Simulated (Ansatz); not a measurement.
Basis-set series for `Cl[Si]Cl`. The species carries charge 0 and has multiplicity 1. The structure was optimised at the PBE0-D4/def2-TZVP level.

```
functional       basis  functions  energy (Eh)  HOMO (eV)  LUMO (eV)
   PBE0-D4    def2-SVP         54  -1209.15303      -7.65      -2.79
   PBE0-D4  def2-TZVPP        126  -1209.57532      -7.74      -2.86
   ωB97M-V    def2-SVP         54  -1209.52242      -9.65      -0.68
   ωB97M-V  def2-TZVPP        126  -1209.94126      -9.79      -0.82
```

Question: Give the rows for def2-QZVPP. (Estimate.)

Answer: The calculation gave: 
```json
{"functional": "PBE0-D4", "basis": "def2-QZVPP", "functions": "210", "energy (Eh)": "-1209.61196", "HOMO (eV)": "-7.78", "LUMO (eV)": "-2.90"}
{"functional": "ωB97M-V", "basis": "def2-QZVPP", "functions": "210", "energy (Eh)": "-1209.97616", "HOMO (eV)": "-9.84", "LUMO (eV)": "-0.89"}
```

All numbers were calculated with Ansatz.
